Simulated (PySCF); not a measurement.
Compound: C3H2N (doublet state).
SMILES: `C=[C]C#N`

Computed with PBE0-D3(BJ)/def2-SVP geometry optimisation, gas phase (PySCF 2.14.0).

Take the most abundant isotopes and a rigid rotor. 

Q: Give the principal moments of inertia and the rotational constants in MHz.

A: Ia = 1.76, Ib = 118.41, Ic = 120.17 u·Å²; 505379 MHz·u·Å²/I gives A = 286495, B = 4268, C = 4205 MHz.

Q: Classify the top.

A: A near-prolate asymmetric top: κ = (2 × 4268 − 286495 − 4205)/(286495 − 4205) = -1.00.

Q: What does the inertial defect say?

A: Planar: Δ = Ic − Ia − Ib = 0.00 u·Å². For a rigid frame Δ = −2 Σ m c², so it vanishes when all atoms lie in the ab plane; here none is more than 0.01 Å from it.

Q: Give the coordinates in the principal-axis frame, origin at the centre of mass.

A: The sense of each axis is arbitrary; atoms in the order of the calculation.
```csv
atom,mass (u),a (Å),b (Å),c (Å)
C1,12.000,-1.918,-0.001,0.000
C2,12.000,-0.612,0.001,0.000
C3,12.000,0.726,0.000,0.000
N4,14.003,1.906,0.000,0.000
H5,1.008,-2.496,0.935,0.000
H6,1.008,-2.495,-0.936,0.000
```

Q: List the rotational levels J(Ka,Kc) to J = 4 (K).

A: Above 0(0,0), as E/k:
J = 1: 1(0,1) 0.407, 1(1,1) 13.951, 1(1,0) 13.954
J = 2: 2(0,2) 1.220, 2(1,2) 14.762, 2(1,1) 14.771, 2(2,1) 55.405, 2(2,0) 55.405
J = 3: 3(0,3) 2.440, 3(1,3) 15.977, 3(1,2) 15.995, 3(2,2) 56.625, 3(2,1) 56.625, 3(3,1) 124.356, 3(3,0) 124.356
J = 4: 4(0,4) 4.067, 4(1,4) 17.598, 4(1,3) 17.628, 4(2,3) 58.252, 4(2,2) 58.252, 4(3,2) 125.983, 4(3,1) 125.983, 4(4,1) 220.807, 4(4,0) 220.807
The levels of one J sum to (2J + 1)J(J + 1)(A + B + C)/3.

Q: Which lines would a microwave search look for?

A: The dipole components are |μa| = 3.80 D, |μb| = 0.00 D, |μc| = 0.00 D; the symmetry axis of this C2v structure is a, so μb and μc vanish by symmetry and there are no b-type or c-type lines. Some lines, for components of 0.1 D or more:

```csv
type,branch,"J(Ka,Kc)",MHz,lower level (cm⁻¹)
a,Q,"3(1,2) ← 3(1,3)",376,11.105
a,Q,"4(1,3) ← 4(1,4)",626,12.231
a,Q,"5(1,4) ← 5(1,5)",940,13.639
a,R,"1(0,1) ← 0(0,0)",8473,0.000
a,R,"2(0,2) ← 1(0,1)",16947,0.283
a,R,"2(1,1) ← 1(1,0)",17009,9.699
a,R,"3(0,3) ← 2(0,2)",25420,0.848
a,R,"3(2,2) ← 2(2,1)",25420,38.508
a,R,"3(2,1) ← 2(2,0)",25420,38.508
a,R,"3(1,2) ← 2(1,1)",25514,10.266
a,R,"4(1,4) ← 3(1,3)",33768,11.105
a,R,"4(0,4) ← 3(0,3)",33894,1.696
a,R,"4(2,3) ← 3(2,2)",33894,39.356
a,R,"4(3,2) ← 3(3,1)",33894,86.432
a,R,"4(3,1) ← 3(3,0)",33894,86.432
a,R,"4(2,2) ← 3(2,1)",33894,39.356
a,R,"4(1,3) ← 3(1,2)",34019,11.117
a,R,"5(1,5) ← 4(1,4)",42210,12.231
a,R,"5(2,4) ← 4(2,3)",42367,40.487
a,R,"5(4,2) ← 4(4,1)",42367,153.468
a,R,"5(3,3) ← 4(3,2)",42367,87.563
a,R,"5(1,4) ← 4(1,3)",42524,12.252
```

Q: Estimate the classical rotational partition function at 298.15 K.

A: Point group C2v, symmetry number σ = 2; q = (√π/σ)·√((kT/h)³/(ABC)), k/h = 20836.6 MHz/K: 6050 at 298.15 K.

For this open shell read J as N, the rotation without spin; fine and hyperfine splittings come on top. Whether it is a minimum is left open (no frequencies). ⟨S²⟩ = 0.789 (exact for a doublet: 0.75). No vibrational averaging or centrifugal distortion is included, and the geometry carries the error of its method. Quadrupole hyperfine structure (14N) is left out.

Time: 12 s. Hardware: one thread of an x86-64 server (shared host). That covers the optimisation of the geometry.
